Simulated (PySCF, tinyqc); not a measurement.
Worked calculation: CISD on RHF in the sto-3g basis, for HF, spin multiplicity 1. The lowest restricted solution is unstable here: a spin-polarised one lies 0.0316 hartree lower (PySCF). One step of it, computed by the program tinyqc.

Question. CISD: determinants and Hamiltonian. Slater-Condon rules over spin orbitals, with the nuclear repulsion added and E(HF) subtracted on the diagonal. Only determinants linked to the reference directly or through others are kept (one block of an abelian symmetry group), so some states are absent.

one-electron integrals over orbitals h = C^T H C (hartree):
$$\begin{pmatrix}
-40.384311 & 0.728233 & 0.000000 & 0.000000 & -0.099780 & -0.111037 \\
0.728233 & -9.115216 & 0.000000 & 0.000000 & 0.418059 & 0.620906 \\
0.000000 & 0.000000 & -8.564831 & 0.000000 & 0.000000 & 0.000000 \\
0.000000 & 0.000000 & 0.000000 & -8.564831 & 0.000000 & 0.000000 \\
-0.099780 & 0.418059 & 0.000000 & 0.000000 & -6.504211 & 2.412961 \\
-0.111037 & 0.620906 & 0.000000 & 0.000000 & 2.412961 & -5.882386
\end{pmatrix}$$

Two-electron integrals over orbitals (pq|rs), unique and non-zero (hartree):
```
(11|11) 5.364951    (21|11) -0.526429   (21|21) 0.081392    (22|11) 1.243853
(22|21) -0.023433   (22|22) 0.881294    (31|31) 0.029519    (32|31) 0.040372
(32|32) 0.191653    (33|11) 1.264030    (33|21) -0.015273   (33|22) 0.900524
(33|33) 0.997514    (41|41) 0.029519    (42|41) 0.040372    (42|42) 0.191653
(43|43) 0.053770    (44|11) 1.264030    (44|21) -0.015273   (44|22) 0.900524
(44|33) 0.889973    (44|44) 0.997514    (51|11) 0.076154    (51|21) -0.011558
(51|22) 0.004490    (51|33) 0.002259    (51|44) 0.002259    (51|51) 0.016015
(52|11) -0.099202   (52|21) 0.003748    (52|22) -0.044521   (52|33) -0.055796
(52|44) -0.055796   (52|51) 0.020434    (52|52) 0.123869    (53|31) -0.005306
(53|32) -0.021661   (53|53) 0.032065    (54|41) -0.005306   (54|42) -0.021661
(54|54) 0.032065    (55|11) 0.849454    (55|21) -0.008051   (55|22) 0.664124
(55|33) 0.650001    (55|44) 0.650001    (55|51) -0.001255   (55|52) -0.006829
(55|55) 0.645476    (61|11) 0.081846    (61|21) -0.012982   (61|22) 0.002772
(61|33) 0.002447    (61|44) 0.002447    (61|51) -0.013305   (61|52) -0.022351
(61|55) 0.003782    (61|61) 0.018041    (62|11) -0.119314   (62|21) 0.003338
(62|22) -0.066488   (62|33) -0.066745   (62|44) -0.066745   (62|51) -0.019904
(62|52) -0.085011   (62|55) -0.019241   (62|61) 0.019591    (62|62) 0.091309
(63|31) -0.005412   (63|32) -0.022344   (63|53) -0.024156   (63|63) 0.028141
(64|41) -0.005412   (64|42) -0.022344   (64|54) -0.024156   (64|64) 0.028141
(65|11) -0.444152   (65|21) 0.007322    (65|22) -0.262725   (65|33) -0.265325
(65|44) -0.265325   (65|51) 0.001193    (65|52) 0.067996    (65|55) -0.084536
(65|61) -0.003918   (65|62) 0.027490    (65|65) 0.252661    (66|11) 0.815667
(66|21) -0.008666   (66|22) 0.621754    (66|33) 0.608617    (66|44) 0.608617
(66|51) 0.008060    (66|52) 0.036328    (66|55) 0.631293    (66|61) -0.005979
(66|62) -0.046057   (66|65) -0.030273   (66|66) 0.652519
```

nuclear repulsion = 3.38733634 hartree

Hartree-Fock energy = -98.44969526 hartree

Give: determinants; H - E(HF) between determinants.

Answer.

Occupation strings over the orbitals (2 doubly, a alpha, b beta, 0 empty; spin orbitals ordered 1a 1b 2a 2b ...): 222220 2222ab 2a222b a2222b 2222ba 2b222a b2222a 222202 2a22b2 a222b2 222022 220222 2b22a2 202222 ab2222 b222a2 ba2222 022222

H - E(HF) between determinants (hartree):
```
         222220   2222ab   2a222b   a2222b   2222ba   2b222a   b2222a   222202
222220   0.0000   0.0000   0.0000   0.0000   0.0000   0.0000   0.0000   0.2527
2222ab   0.0000   0.3282  -0.0088  -0.0120  -0.2527  -0.0275   0.0039   0.0543
2a222b   0.0000  -0.0088   1.1452   0.0283  -0.0275  -0.0913  -0.0196  -0.0680
a2222b   0.0000  -0.0120   0.0283  25.4067   0.0039  -0.0196  -0.0180  -0.0012
2222ba   0.0000  -0.2527  -0.0275   0.0039   0.3282  -0.0088  -0.0120  -0.0543
2b222a   0.0000  -0.0275  -0.0913  -0.0196  -0.0088   1.1452   0.0283   0.0680
b2222a   0.0000   0.0039  -0.0196  -0.0180  -0.0120   0.0283  25.4067   0.0012
222202   0.2527   0.0543  -0.0680  -0.0012  -0.0543   0.0680   0.0012   0.6918
2a22b2  -0.0275   0.0680  -0.2325   0.0073  -0.0268   0.0850   0.0199   0.0520
a222b2   0.0039   0.0012   0.0073  -0.4139  -0.0098   0.0224   0.0133   0.0213
222022   0.0281   0.0242   0.0223   0.0054  -0.0242  -0.0223  -0.0054   0.0321
220222   0.0281   0.0242   0.0223   0.0054  -0.0242  -0.0223  -0.0054   0.0321
2b22a2   0.0275  -0.0268   0.0850   0.0199   0.0680  -0.2325   0.0073  -0.0520
202222   0.0913   0.0850   0.0204  -0.0033  -0.0850  -0.0204   0.0033   0.1239
ab2222  -0.0196  -0.0199   0.0033  -0.0733   0.0224  -0.0088   0.0130  -0.0204
b222a2  -0.0039  -0.0098   0.0224   0.0133   0.0012   0.0073  -0.4139  -0.0213
ba2222   0.0196   0.0224  -0.0088   0.0130  -0.0199   0.0033  -0.0733   0.0204
022222   0.0180   0.0133   0.0130  -0.0878  -0.0133  -0.0130   0.0878   0.0160

         2a22b2   a222b2   222022   220222   2b22a2   202222   ab2222   b222a2
222220  -0.0275   0.0039   0.0281   0.0281   0.0275   0.0913  -0.0196  -0.0039
2222ab   0.0680   0.0012   0.0242   0.0242  -0.0268   0.0850  -0.0199  -0.0098
2a222b  -0.2325   0.0073   0.0223   0.0223   0.0850   0.0204   0.0033   0.0224
a2222b   0.0073  -0.4139   0.0054   0.0054   0.0199  -0.0033  -0.0733   0.0133
2222ba  -0.0268  -0.0098  -0.0242  -0.0242   0.0680  -0.0850   0.0224   0.0012
2b222a   0.0850   0.0224  -0.0223  -0.0223  -0.2325  -0.0204  -0.0088   0.0073
b2222a   0.0199   0.0133  -0.0054  -0.0054   0.0073   0.0033   0.0130  -0.4139
222202   0.0520   0.0213   0.0321   0.0321  -0.0520   0.1239  -0.0204  -0.0213
2a22b2   1.5370   0.0289   0.0217   0.0217  -0.1239   0.0897   0.0037  -0.0204
a222b2   0.0289  25.7898   0.0053   0.0053  -0.0204  -0.0037  -0.1444  -0.0160
222022   0.0217   0.0053   0.7448   0.0538  -0.0217   0.1917  -0.0404  -0.0053
220222   0.0217   0.0053   0.0538   0.7448  -0.0217   0.1917  -0.0404  -0.0053
2b22a2  -0.1239  -0.0204  -0.0217  -0.0217   1.5370  -0.0897   0.0155   0.0289
202222   0.0897  -0.0037   0.1917   0.1917  -0.0897   2.5807  -0.0135   0.0037
ab2222   0.0037  -0.1444  -0.0404  -0.0404   0.0155  -0.0135  27.0108   0.0116
b222a2  -0.0204  -0.0160  -0.0053  -0.0053   0.0289   0.0037   0.0116  25.7898
ba2222   0.0155   0.0116   0.0404   0.0404   0.0037   0.0135  -0.0814  -0.1444
022222   0.0116  -0.0561   0.0295   0.0295  -0.0116   0.0814   0.4895   0.0561

         ba2222   022222
222220   0.0196   0.0180
2222ab   0.0224   0.0133
2a222b  -0.0088   0.0130
a2222b   0.0130  -0.0878
2222ba  -0.0199  -0.0133
2b222a   0.0033  -0.0130
b2222a  -0.0733   0.0878
222202   0.0204   0.0160
2a22b2   0.0155   0.0116
a222b2   0.0116  -0.0561
222022   0.0404   0.0295
220222   0.0404   0.0295
2b22a2   0.0037  -0.0116
202222   0.0135   0.0814
ab2222  -0.0814   0.4895
b222a2  -0.1444   0.0561
ba2222  27.0108  -0.4895
022222  -0.4895  55.1995
```
